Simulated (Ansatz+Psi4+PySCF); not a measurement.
Values are calculated unless marked as measured or tabulated.
Input for PySCF 2.14.0:

```python
from pyscf import gto, scf, mp

mol = gto.M(atom="""
C 0.014220 0.543850 0.000000
C 0.014220 -0.199740 1.291570
C 0.014220 -0.199740 -1.291570
H -0.322890 1.575330 0.000000
H 0.221420 0.459170 2.138480
H 0.221420 0.459170 -2.138480
H -0.955160 -0.684630 1.484630
H 0.767180 -0.995310 1.286240
H 0.767180 -0.995310 -1.286240
H -0.955160 -0.684630 -1.484630
""", basis='cc-pvtz', charge=0, spin=1)
mf = scf.UHF(mol)
mf.kernel()
pt = mp.MP2(mf, frozen=3).run()
print(mf.e_tot, pt.e_corr, pt.e_tot)
```

The script is written out from the run's settings.

Output:

| Item | Value |
| --- | --- |
| Converged | yes |
| Reference energy | -117.67946 hartree |
| Correlation energy | -0.50448 hartree |
| Total energy | -118.18394 hartree |
| Spin squared of the determinant | 0.764 |

Messages of the program:
```
WARN: HOMO -0.0803691748383226 >= LUMO -0.0803691748383226
WARN: HOMO -0.0803691748383226 >= LUMO -0.0803691748383226
```
